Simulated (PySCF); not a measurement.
# A gas-phase reaction: H4OSi + H3N → H5NSi + H2O

Wanted: the reaction energy for `O[SiH3]` + `N` → `N[SiH3]` + `O`.

Computed with PySCF 2.14.0; each step states its level. No surroundings beyond the atoms listed, unless a continuum is named. Atoms count from 0, parts from 1.

## 1. The system as given

Each species was relaxed by itself at PBE0-D3(BJ)/def2-SVPD.

## 2. Energies of the species: wB97M-D3(BJ)/def2-TZVPD

Job settings and geometry (Å):

```
{"job": {"kind": "react", "xc": "wB97M-D3(BJ)", "basis": "def2-TZVPD"}, "charge": 0, "multiplicity": 1}
-1 H4OSi charge 0 multiplicity 1
Si    -0.425360    -0.024460    -0.053650
O      1.196830    -0.448210    -0.122890
H     -1.150850    -1.117190    -0.753140
H     -0.672370     1.280490    -0.738690
H     -0.894490     0.084280     1.360930
H      1.836740     0.144450     0.276580

-1 H3N charge 0 multiplicity 1
N      0.004210     0.002500     0.284500
H      0.928510    -0.185500    -0.092580
H     -0.620130    -0.707620    -0.086690
H     -0.298000     0.894580    -0.095920

+1 H5NSi charge 0 multiplicity 1
Si    -0.083420    -0.312830     0.602170
N      0.165700     0.353180    -0.983740
H     -1.126910    -1.373630     0.491350
H      1.212300    -0.894080     1.060190
H     -0.537660     0.661420     1.648960
H      0.966290     0.940760    -1.174120
H     -0.622290     0.614900    -1.560770

+1 H2O charge 0 multiplicity 1
O     -0.001670     0.389390    -0.002370
H     -0.762040    -0.197960     0.003350
H      0.763740    -0.191390    -0.000980
```

Level: wB97M-D3(BJ)/def2-TZVPD reaction energy of separated species, gas phase.

Run with:

```
$ OMP_NUM_THREADS=1 python cluster_run.py task.json out
```

One launch serves the whole session: the jobs run in the order shown.

**Question.** The jobs that follow are: PBE0-D3(BJ)/def2-TZVPD reaction energy of separated species, gas phase; MP2/def2-TZVPD reaction energy of separated species, gas phase. Predict: reaction energy (wB97M-D3(BJ)/def2-TZVPD); ΔH, ΔG at 298 K (xTB thermal terms). Thermal terms come from harmonic xTB runs on each species.

The runs gave:

| quantity | value |
| --- | --- |
| reaction energy (wB97M-D3(BJ)/def2-TZVPD) | 9.54 kcal/mol |
| ΔH, ΔG at 298 K (xTB thermal terms) | +8.7, +8.6 kcal/mol |
| range of the reaction energy over the runs of this table | 9.01 to 9.92 kcal/mol |

The reaction is endothermic by 8.7 kcal/mol in the gas phase; dispersion gives -0.31, and xTB itself gave 16.79 for the electronic energy (xTB energies and thermal terms come from the earlier relaxation of each species, not shown). No barrier was sought. The reaction energy runs from 9.01 (PBE0-D3(BJ)/def2-TZVPD) to 9.92 kcal/mol (MP2/def2-TZVPD).
